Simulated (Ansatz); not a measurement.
Al(NH3)2H3 (AlN2H9), relaxed as a singlet with RKS PBE-D4/def2-SVP in Ansatz, starting from the GFN2-xTB geometry. Force threshold 0.02 eV/Å.

Start:

```xyz
12

Al   -0.0013   -0.0010    0.0041
N    -1.0568   -1.7461   -0.3754
H    -2.0450   -1.5380   -0.4727
H    -0.9318   -2.4072    0.3845
H    -0.7233   -2.1675   -1.2363
N     1.0568    1.7459    0.3762
H     0.4268    2.5413    0.3756
H     1.7577    1.8808   -0.3450
H     1.5188    1.6924    1.2781
H     1.3586   -0.8418    0.0926
H    -0.8772    0.2469    1.3202
H    -0.4835    0.5942   -1.4020
```

Problem. Estimate the energy that the relaxation releases and the steps that it takes.

Solution. 3.2 kcal/mol, in 4 steps; 3.1 s on 4 threads of Arm Neoverse V2 on a shared host. No frequencies were taken in this run, so the end may be a saddle point.

Problem. Does the start keep its bonding?

Solution. By distances, no bond broke or formed. The bond that changes most is Al1–N2, from 2.07 to 2.19 Å (atoms count from 1).

Problem. Predict the relaxed structure.

Solution. 
Cartesian coordinates in Å:
```
Al -0.0001 -0.0001 0.0007
N -1.1159 -1.8428 -0.3970
H -2.1207 -1.6575 -0.5204
H -1.0214 -2.5164 0.3753
H -0.7832 -2.3087 -1.2522
N 1.1160 1.8428 0.3967
H 0.4948 2.6630 0.4205
H 1.8262 2.0176 -0.3273
H 1.6046 1.8025 1.3016
H 1.3893 -0.8600 0.0879
H -0.8930 0.2503 1.3487
H -0.4966 0.6095 -1.4344
```
Bond lengths: 2 × Al–N 2.19 Å; 6 × H–N 1.03 Å; 3 × Al–H 1.64 Å.
